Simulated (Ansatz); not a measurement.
**S2F2 (SMILES FS(F)=S): levels of theory compared**

Aim: a comparison of 6 runs (B3LYP/STO-3G, CAM-B3LYP/STO-3G, HSE06/STO-3G, PBE/STO-3G, r2SCAN/STO-3G, UMP2/STO-3G) of S2F2. 

Program for the calculation: Ansatz 0.2.0.

55 further runs of the same task are left out: 15 that didn't finish, 40 set aside as unsound or not needed.

## (1) Starting point

The species is S2F2 (4 atoms), meant as a singlet with charge 0. As SMILES, `FS(F)=S`. The S4–S2 distance was set to 3.717 Å, away from the relaxed value. At this shape a bond of the SMILES string is far longer than usual.

Bond lengths: F1–S2 1.606 Å, S2–F3 1.606 Å. Angles: F1–S2–F3 92.0°.

## (2) A single-point energy at B3LYP/STO-3G (run 1)

File job.yaml:

```yaml
basis:
  gaussian:
    orbitals: STO-3G
crystal:
  periodic: [false, false, false]
  atoms:
    - {symbol: F, position_ang: [0.821551, -0.889004, 2.593386]}
    - {symbol: S, position_ang: [-0.394269, -1.315864, 1.635066]}
    - {symbol: F, position_ang: [0.400081, -2.608234, 1.108146]}
    - {symbol: S, position_ang: [-0.567510, 1.135710, -1.153590]}
hamiltonian:
  xc: {name: B3LYP}
accuracy: high
```

On the command line:

```sh
$ ansatz run job.yaml --threads 1 --pin off --max-ram 3480MiB --events-out events.jsonl --progress --plain --runs-dir runs
```

The log of the run:

```text
Warning: RAYON_NUM_THREADS=1 ignored (pool sized by the plan → 1); use --threads N
Functional definition: B3LYP
  name "B3LYP"
  parameter a0 = 0.2
  parameter ax = 0.72
  parameter ac = 0.81
  exchange = (1 - a0 - ax)*slater_x + ax*b88_x + a0*exact_x
  correlation = (1 - ac)*vwn_rpa_c + ac*lyp_c
480 factors; integrals over basis functions are off by at most 3.8e-8 eV
mean field evaluation 1: about -26742.7919 eV, gradient 3.4e1 eV
mean field evaluation 2: about -26605.0187 eV, gradient 3.2e1 eV
mean field evaluation 4: about -26730.3446 eV, gradient 1.4e1 eV
mean field evaluation 8: about -26777.4323 eV, gradient 1.7e0 eV
mean field evaluation 16: about -26777.5160 eV, gradient 2.3e-8 eV
mean field evaluation 32: about -26776.7663 eV, gradient 6.8e0 eV
mean field -26777.51599165 eV, -984.0555622407 hartree, gradient 3.9e-8 eV, S^2 0.000000; 6 other end points of the search recorded, 0 dependent functions left out
reference -26777.51601723 eV, -984.0555631808 hartree; 25, 25 occupied and 3, 3 virtual orbitals, 480 factors
Total energy: -26777.51601723 eV, -984.0555631808 hartree
```

It took 3.3 s on 1 thread of Arm Neoverse V1, shared host; peak memory 0.11 GiB.

## (3) A single-point energy at CAM-B3LYP/STO-3G (run 2)

File in.yaml:

```yaml
crystal:
  periodic: [false, false, false]
  atoms:
    - {symbol: F, position_ang: [0.821551, -0.889004, 2.593386]}
    - {symbol: S, position_ang: [-0.394269, -1.315864, 1.635066]}
    - {symbol: F, position_ang: [0.400081, -2.608234, 1.108146]}
    - {symbol: S, position_ang: [-0.567510, 1.135710, -1.153590]}
basis:
  gaussian:
    orbitals: STO-3G
hamiltonian:
  xc: {name: CAM-B3LYP}
accuracy: high
```

On the command line:

```sh
$ ansatz run in.yaml --threads 1 --pin off --max-ram 3480MiB --events-out events.jsonl --progress --plain --runs-dir runs
```

The log of the run, shortened:

```text
Warning: RAYON_NUM_THREADS=1 ignored (pool sized by the plan → 1); use --threads N
Functional definition: CAM-B3LYP
  name "CAM-B3LYP"
[...]
480 factors; integrals over basis functions are off by at most 3.8e-8 eV
184 factors; integrals over basis functions are off by at most 9.2e-10 eV
[...]
mean field -26775.27934100 eV, -983.9733668457 hartree, gradient 2.9e-8 eV, S^2 0.000000; 2 other end points of the search recorded, 0 dependent functions left out
reference -26775.27935344 eV, -983.9733673028 hartree; 25, 25 occupied and 3, 3 virtual orbitals, 480 factors
Total energy: -26775.27935344 eV, -983.9733673028 hartree
```

Wall time 3 s (1 thread of Arm Neoverse V1, shared host); peak memory 0.11 GiB.

Runs 3 to 5 aren't shown in full; the table further down has their settings and results.

## (4) The energy at UMP2/STO-3G (run 6)

Edit job.yaml of step 2 so:

```diff
@@ -1,4 +1 @@
-basis:
-  gaussian:
-    orbitals: STO-3G
 crystal:
@@ -10,4 +7,11 @@
     - {symbol: S, position_ang: [-0.567510, 1.135710, -1.153590]}
-hamiltonian:
-  xc: {name: B3LYP}
+basis:
+  gaussian:
+    orbitals: STO-3G
+magnetization:
+  spin_polarized: true
+  initial_magnetization: 0
+correlation:
+  method: mp2
+  frozen_orbitals: {F: 1, S: 5}
 accuracy: high
```

On the command line:

```sh
$ ansatz run job.yaml --threads 1 --pin off --max-ram 3480MiB --events-out events.jsonl --progress --plain --runs-dir runs
```

The log of the run, shortened:

```text
Warning: RAYON_NUM_THREADS=1 ignored (pool sized by the plan → 1); use --threads N
Functional definition: HF
  name "HF"
[...]
480 factors; integrals over basis functions are off by at most 3.8e-8 eV
[...]
mean field -26728.91133670 eV, -982.2693741170 hartree, gradient 2.9e-12 eV, S^2 0.999975; 15 other end points of the search recorded, 0 dependent functions left out
12 core orbitals not correlated: weight in the atoms' cores, before any rotation towards them, 1.000 or more for the frozen orbitals, at most 0.000 for the correlated occupied ones
reference -26728.91133670 eV, -982.2693741170 hartree; 13, 13 occupied and 3, 3 virtual orbitals, 480 factors
second order -1.55089737 eV of doubles, -0.00000000 eV of singles
Total energy: -26730.46223408 eV, -982.3263685442 hartree
```

Run time: 6.3 s. Hardware: 1 thread of Arm Neoverse V1, shared host; peak memory 0.1 GiB.

## (5) All runs side by side

```csv
run,level,frozen core orbitals,energy (Eh),wall time
1,B3LYP/STO-3G,–,-984.055563,3.3 s
2,CAM-B3LYP/STO-3G,–,-983.973367,3 s
3,HSE06/STO-3G,–,-983.635339,3.9 s
4,PBE/STO-3G,–,-983.507158,3.3 s
5,r2SCAN/STO-3G,–,-983.986404,11 s
6,UMP2/STO-3G,12,-982.326369,6.3 s
```

## (6) Outcome

| quantity | value |
| --- | --- |
| run 6: total energy | -982.32637 Eh |
| run 6: correlation energy (12 core orbitals frozen) | -57.0 mEh |
| run 6: ⟨S²⟩ of the reference determinant | 1.000 |

**Reading.** Totals of different functionals can't be ranked against each other. In runs 1, 2, 3, 4, 5, 6 the basis is minimal, so the values are rough. In runs 1, 2, 3, 4, 5 a closed-shell determinant meets a far-stretched bond, which it describes badly. Spin contamination of the reference: run 6 ⟨S²⟩ = 1.00. Where it is this large, the reference is a mixture of spin states, and values that rest on it are in doubt. All runs together took 31 s, the longest 11 s.
